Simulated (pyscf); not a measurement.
Structures and frequencies: ωB97X-D3(BJ)/def2-SVP in PySCF.

Q: O=V(F)(F)–F + H₂O → O=V(OH)(F)–F + HF
Surface: singlet. Broken: F–V, H–O. Formed: O–V, F–H. Give ΔE‡ and ΔE from ωB97M-D3(BJ)/def2-TZVP, relative to the separated reactants.

A: ΔE‡ = 0.42 eV, ΔE = +0.16 eV. Zero-point energy shifts the barrier by 0.00 eV. It is a four-centre exchange, with an imaginary mode of 616i cm⁻¹. On the reactant side the descent ends in an adduct with a O–V contact, 0.49 eV under the separated species and 0.88 eV under the saddle at ωB97X-D3(BJ)/def2-TZVP. On the product side the descent ends in a complex (not fully relaxed), 0.21 eV under the separated species and 0.45 eV under the saddle at ωB97X-D3(BJ)/def2-TZVP. What is counted as formed (O–V) is already present as a longer contact in the reactant adduct; forming that adduct is a step of its own. This is the saddle that the search found; another between the same sides may lie lower.
